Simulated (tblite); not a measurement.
Species: C₄H₃S (doublet state).
Numbering: `[CH2:1][C:2]#[C:3][CH:4]=[S:5]` (hydrogens: H6, H7 on C1; H8 on C4)
Bond orders are those of one Lewis drawing.

Computed with GFN2-xTB (tblite), gas phase: L-BFGS steps from a force-field or distance-geometry start until the largest atomic force falls under 0.01 eV/Å.

Step 3: E = -359.0363 eV
```
atom  x, y, z in Å  |  force x, y, z in eV/Å
C1      1.9915   -0.0732    0.1743   -0.262   0.008  -0.026
C2      0.6624    0.0138    0.0319    1.257  -0.104   0.160
C3     -0.5696    0.0929   -0.0913   -1.396   0.359  -0.310
C4     -1.9268    0.1856   -0.2373    0.965  -0.185   0.208
S5     -2.9185   -1.0592    0.3481    0.086   0.433  -0.229
H6      2.4698   -0.9316    0.6552   -0.358   0.375  -0.223
H7      2.6674    0.7096   -0.1840   -0.454  -0.333   0.139
H8     -2.3671    1.0715   -0.7215    0.162  -0.552   0.281
```

Step 4: E = -359.0728 eV
```
atom  x, y, z in Å  |  force x, y, z in eV/Å
C1      1.9867   -0.0731    0.1738   -0.190   0.010  -0.021
C2      0.6646    0.0131    0.0328    0.661  -0.065   0.095
C3     -0.5726    0.0980   -0.0947   -0.306   0.250  -0.171
C4     -1.9105    0.1843   -0.2347    0.208  -0.086   0.093
S5     -2.9190   -1.0533    0.3448    0.059   0.321  -0.171
H6      2.4644   -0.9253    0.6515   -0.271   0.199  -0.125
H7      2.6604    0.7040   -0.1816   -0.327  -0.174   0.066
H8     -2.3650    1.0617   -0.7165    0.165  -0.455   0.234
```

Step 5: E = -359.0940 eV
```
atom  x, y, z in Å  |  force x, y, z in eV/Å
C1      1.9773   -0.0727    0.1729    0.320  -0.021   0.034
C2      0.6710    0.0117    0.0347   -0.262  -0.001  -0.011
C3     -0.5676    0.1075   -0.1002    0.291   0.140  -0.061
C4     -1.8945    0.1825   -0.2311   -0.151  -0.115   0.065
S5     -2.9190   -1.0418    0.3385   -0.022   0.105  -0.060
H6      2.4540   -0.9160    0.6458   -0.122  -0.072   0.027
H7      2.6474    0.6957   -0.1783   -0.108   0.080  -0.050
H8     -2.3596    1.0426   -0.7068    0.055  -0.115   0.056
```

Step 6: E = -359.0970 eV
```
atom  x, y, z in Å  |  force x, y, z in eV/Å
C1      1.9797   -0.0729    0.1731    0.067  -0.004   0.007
C2      0.6704    0.0114    0.0351    0.003  -0.019   0.016
C3     -0.5654    0.1110   -0.1021    0.173   0.116  -0.053
C4     -1.8933    0.1801   -0.2293   -0.120  -0.060   0.034
S5     -2.9192   -1.0385    0.3366   -0.061   0.025  -0.020
H6      2.4508   -0.9158    0.6455   -0.063  -0.136   0.064
H7      2.6441    0.6957   -0.1786   -0.031   0.137  -0.075
H8     -2.3581    1.0385   -0.7048    0.032  -0.060   0.028
```

Problem. Estimate the geometry and energy of step 7. (The exact step hangs on the optimiser's Hessian estimate; all steps are aligned on step 6, rigid shifts and turns removed.)

Solution. E = -359.0997 eV, largest force 0.144 eV/Å
```
atom  x, y, z in Å  |  force x, y, z in eV/Å
C1      1.9823   -0.0731    0.1734   -0.014   0.002  -0.002
C2      0.6720    0.0105    0.0359    0.070  -0.022   0.020
C3     -0.5616    0.1167   -0.1051   -0.032   0.071  -0.040
C4     -1.8940    0.1768   -0.2270    0.093  -0.006   0.014
S5     -2.9207   -1.0351    0.3346   -0.099  -0.064   0.025
H6      2.4467   -0.9185    0.6465   -0.020  -0.125   0.062
H7      2.6406    0.6987   -0.1804    0.014   0.127  -0.066
H8     -2.3561    1.0335   -0.7023   -0.012   0.017  -0.013
```

The energy changes by -0.0026 eV. The first-order estimate −F·Δx gives -0.0040 eV and the mean of the old and new forces, exact on a quadratic surface, -0.0026 eV. The step makes an angle of 36° with the force vector and moves no atom by more than 0.007 Å.

What follows is the cost of the whole relaxation. Hardware: one thread, Arm Neoverse V1 (aarch64) (shared host). Cost: under 0.1 s wall.
